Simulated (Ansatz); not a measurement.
**Loss of H2: C4H9Cl → C4H7Cl + H2**

Species: C4H9Cl `CCCCCl`, singlet; C4H7Cl (cis-1-chloro-1-butene) `CC/C=C\Cl`, singlet; H2 (hydrogen), singlet. 

Shapes, held fixed at every level: PBE0-D4/def2-TZVP. Flexible molecules stand in one conformer, not always the lowest. Programs: Ansatz 0.2.0. The zero-point and thermal change to 298 K, harmonic and unscaled (PBE0-D4/def2-TZVP), is -28.4 kJ/mol.

| level | kind | ΔH(298 K) (kJ/mol) | less CCSD(T)/CBS estimate |
| --- | --- | --- | --- |
| HF/def2-SVP | Hartree–Fock | +141.0 | +15.0 |
| SPW92/def2-TZVPP | LDA | +148.0 | +22.0 |
| B3LYP-D4/def2-TZVPP | global hybrid | +116.1 | -9.9 |
| wB97M-V/def2-TZVPP | range-separated hybrid | +129.3 | +3.3 |
| wB97X-V/def2-TZVPP | range-separated hybrid | +137.4 | +11.4 |
| MP2/def2-SVP | perturbation theory | +134.9 | +8.9 |
| CCSD/def2-SVP | coupled cluster or CI | +136.2 | +10.2 |
| CCSD(T)/CBS estimate | coupled cluster or CI | +126.0 | 0.0 |

The highest level, CCSD(T)/CBS estimate, gives ΔH(298 K) = +126.0 kJ/mol; the levels span +116.1 to +148.0. The column of differences is taken from that level and isn't an error. No measured value is set beside it here. The CBS estimate extrapolates MP2 from def2-TZVPP and def2-QZVPP and adds CCSD(T) − MP2 in the triple-zeta set, cores frozen; for H2 it overshoots the exact energy by about 1 mEh.
